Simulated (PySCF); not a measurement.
## Stationary points of CH₂⁺

Computed with PySCF, PBE0, basis C def2-TZVP, H def2-TZVP (no relativity, density fitting).

Relaxations began from a few typed shapes; open shells are unrestricted. The search is not exhaustive: other isomers or separated fragments can lie lower, and high-lying points may rest on an excited occupation.

```csv
spin,group,bonds,angles,imaginary modes (cm⁻¹),ΔE (kJ/mol),ΔE with ZPE (kJ/mol)
doublet,C2v,C–H 1.098 Å (×2),H–C–H 141.1°,none,0.0,0.0
doublet,D∞h,C–H 1.093 Å (×2),H–C–H 180.0°,848i,11.2,–
```

The lowest minimum found is the doublet C2v: C–H 1.098 Å (×2); H–C–H 141.1°.

The electron or spin density has lower symmetry than the nuclear frame for the doublet D∞h at 11.2 kJ/mol.
